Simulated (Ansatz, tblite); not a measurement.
**The cluster Mg₂Se₂: rung by rung**

Aim: run the singlet of the cluster Mg₂Se₂ at one geometry on many levels, and compare frontier levels, spin and run time.

The runs use Ansatz 0.2.0, Gaussian basis; as each input shows.

Plan: GFN1-xTB, GFN2-xTB, PBE-D4/def2-TZVP, r2SCAN-D4/def2-TZVP, B3LYP-D4/def2-TZVP, BLYP-D4/def2-TZVP, r2SCANh-D4/def2-TZVP, B2PLYP/def2-TZVP, revPBE-D4/def2-TZVP, PBE-D4/def2-SVP, PBE0-D4/def2-SVP, PBE0-D4/def2-TZVPD, PBE-D4/def2-TZVPD, r2SCAN-D4/def2-TZVPD, CCSD(T)/def2-TZVPP, MP2/def2-TZVP, RPA/def2-TZVP.

## (1) The structure

The geometry is that of the singlet, from an earlier relaxation (r2SCAN-D4/def2-SVP). At that level it is the lowest of the isomers that a small search found.

4 atoms, charge 0, spin multiplicity 1.

Bond lengths: Mg1–Se3 2.463 Å, Mg1–Se4 2.463 Å, Mg2–Se3 2.463 Å, Mg2–Se4 2.463 Å. Angles: Se3–Mg1–Se4 113.0°, Se3–Mg2–Se4 113.0°, Mg1–Se3–Mg2 67.0°, Mg1–Se4–Mg2 67.0°.

PBE0-D4/def2-TZVP was run before; its log isn't repeated, and its numbers join the tables.

## (2) GFN1-xTB

Tight binding, by tblite at 300 K electronic temperature and without a spin-polarisation term:

```python
tblite.interface.Calculator('GFN1-xTB', numbers, positions, charge=0, uhf=0).singlepoint()
```

Energy -222.6623 eV, HOMO -9.34 eV, LUMO -7.36 eV; 0.002 s.

## (3) GFN2-xTB

Tight binding, by tblite at 300 K electronic temperature and without a spin-polarisation term:

```python
tblite.interface.Calculator('GFN2-xTB', numbers, positions, charge=0, uhf=0).singlepoint()
```

Energy -205.3943 eV, HOMO -10.06 eV, LUMO -8.17 eV; 0.005 s.

## (4) PBE-D4/def2-TZVP

start.molden holds the orbitals of an earlier run on this state, given as this run's starting guess.

in.yaml reads:

```yaml
crystal:
  periodic: [false, false, false]
  atoms:
    - {symbol: Mg, position_ang: [-0.054400, -1.358325, -0.020425]}
    - {symbol: Mg, position_ang: [0.054404, 1.358311, 0.020425]}
    - {symbol: Se, position_ang: [-2.048716, 0.083799, -0.114097]}
    - {symbol: Se, position_ang: [2.048711, -0.083785, 0.114098]}
basis:
  gaussian: {orbitals: def2-TZVP, initial_orbitals: start.molden}
hamiltonian: {xc: pbe, dispersion: d4}
scf: {omitted_lower_state_checks: [starts]}
output: {orbitals: {seedname: orbitals}}
```

Launch:

```bash
ansatz run in.yaml --threads 4 --pin off --events-out ev --progress --plain --max-ram 3916MiB
```

Further steps of the session: r2SCAN-D4/def2-TZVP; B3LYP-D4/def2-TZVP; BLYP-D4/def2-TZVP; r2SCANh-D4/def2-TZVP; B2PLYP/def2-TZVP; revPBE-D4/def2-TZVP; PBE-D4/def2-SVP; PBE0-D4/def2-SVP; PBE0-D4/def2-TZVPD; PBE-D4/def2-TZVPD; r2SCAN-D4/def2-TZVPD; CCSD(T)/def2-TZVPP; MP2/def2-TZVP; RPA/def2-TZVP.

Before running them: what should the planned runs give, taken together? Wanted: gap in def2-TZVP, named functionals, smallest and largest; correlation energy, CCSD(T)/def2-TZVPP; correlation energy, MP2/def2-TZVP; binding an atom, CCSD(T)/def2-TZVPP; PBE0 total energy, smallest basis above largest.

The runs gave:

| quantity | value |
| --- | --- |
| gap in def2-TZVP, named functionals, smallest and largest | 1.48 eV (BLYP-D4), 3.24 eV (PBE0-D4) |
| correlation energy, CCSD(T)/def2-TZVPP | -26.06 eV |
| correlation energy, MP2/def2-TZVP | -24.84 eV |
| binding an atom, CCSD(T)/def2-TZVPP | 2.009 eV |
| PBE0 total energy, smallest basis above largest | 19.98 eV (def2-SVP, def2-TZVPD) |

In words: Orbital gaps of the named functionals in def2-TZVP span 1.48 eV (BLYP-D4) to 3.24 eV (PBE0-D4); exact exchange widens it. The functionals in def2-TZVP miss CCSD(T)/def2-TZVPP by +0.022 (BLYP-D4) to +0.281 eV (r2SCAN-D4) an atom. The reference is CCSD(T) in one finite basis, so it carries an error of its own, often a tenth of an eV or more, and near misses can't be ranked.
